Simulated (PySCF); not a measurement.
Fill in the blanks.

Species: C4H7Cl.
InChI=1S/C4H7Cl/c1-3-4(2)5/h3H,1-2H3/b4-3-

```csv
property,level,value
point group,PBE0-D3(BJ)/def2-SVP,Cs
"rotational constants A, B, C",PBE0-D3(BJ)/def2-SVP,"4.948, 3.353, 2.050 GHz"
dipole moment,CAM-B3LYP/def2-SVPD,1.73 D
HOMO energy,CAM-B3LYP/def2-SVPD,-8.27 eV
LUMO energy,CAM-B3LYP/def2-SVPD,1.25 eV
lowest singlet excitation,TDDFT CAM-B3LYP/def2-SVPD,"6.34 eV (196 nm, f = 0.000)"
strongest line among the 10 lowest singlet transitions,TDDFT CAM-B3LYP/def2-SVPD,"S2 at 6.81 eV (182 nm, f = 0.408)"
lowest triplet excitation (Tamm–Dancoff),TDA CAM-B3LYP/def2-SVPD,4.14 eV
static isotropic polarisability,CAM-B3LYP/def2-SVPD,65.4 au
vertical ionisation energy,ΔSCF CAM-B3LYP/def2-SVPD,?
electronic spatial extent ⟨r²⟩ about the centre of nuclear charge,CAM-B3LYP/def2-SVPD,614 bohr²
13C chemical shifts (computed TMS as zero) by class,GIAO PBE0/pcSseg-1,?
1H chemical shifts (computed TMS as zero) by class,GIAO PBE0/pcSseg-1,?
"isotropic shieldings of nuclei other than C and H, by class",GIAO PBE0/pcSseg-1,?
core binding energies,"ΔSCF SCAN, pcX-2 on the ionised atom, pcseg-1 elsewhere, spin-free X2C, 2p3/2 from a spin–orbit splitting computed afterwards within the 2p shell","Cl2p3/2 205.9, C1s 290.4, C1s 290.8, C1s 291.1, C1s 291.7, Cl1s 2828.5 eV"
```

The electronic properties come from PySCF, for the isolated species, density fitting. Isolated species at its PBE0-D3(BJ)/def2-SVP geometry, gas phase. NMR classes are plain means over equivalent atoms (diastereotopic ones count apart unless rotation or inversion swaps them), as if these changed places fast; in this geometry the members of some classes differ.

(1) What is the vertical ionisation energy?

(2) What are the 13C chemical shifts (computed TMS as zero) by class?

(3) The isotropic shieldings of nuclei other than C and H, by class?

(4) What are the 1H chemical shifts (computed TMS as zero) by class?

Answers

(1) 9.10 eV.

(2) 143.2 (1 C), 128.4 (1 C), 28.6 (1 C), 16.7 (1 C) ppm.

(3) 729 (1 Cl) ppm.

(4) 5.57 (1 H), 2.01 (3 H), 1.87 (3 H) ppm.

In wavenumbers S1 is 51100 cm⁻¹ (1 eV = 8065.54 cm⁻¹). The polarisability is 9.70 Å³ as a volume (1 au = 0.148185 Å³), or 1.36 au for each of the 48 electrons. The rotational constants make it an asymmetric top with κ = (2B − A − C)/(A − C) = -0.10, nearer the prolate limit (−1). In atomic units the dipole is 0.68 e·bohr (1 au = 2.5417 D). No computed singlet falls in the visible range (750 to 380 nm, 1.65 to 3.26 eV); S1 lies 3.08 eV above its blue end.
